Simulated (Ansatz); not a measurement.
H₃N, SMILES N.

The structure is a stationary point at PBE0-D3(BJ)/def2-TZVPD.

Two levels are set side by side: PBE/def2-TZVPD (Ansatz, a quantum-chemistry and plane-wave program) and CAM-B3LYP/def2-TZVPD (Ansatz). Energy differences of separate SCF runs at the same geometry; the states with an electron removed or added have multiplicity 2 and 2. Differences are taken from unrounded values.

```json
[
 {"quantity": "vertical ionisation energy (eV)", "PBE": "10.93"},
 {"quantity": "vertical singlet–triplet gap (eV)", "PBE": "6.29"}
]
```

### Question
These are the PBE values. What does CAM-B3LYP give? (The exact figures need the calculation; the answer reports its results.)

### Answer

| quantity | CAM-B3LYP | PBE minus CAM-B3LYP |
|---|---|---|
| vertical ionisation energy (eV) | 10.96 | -0.03 |
| vertical singlet–triplet gap (eV) | 6.41 | -0.12 |

Here PBE gives about what the other level gives.
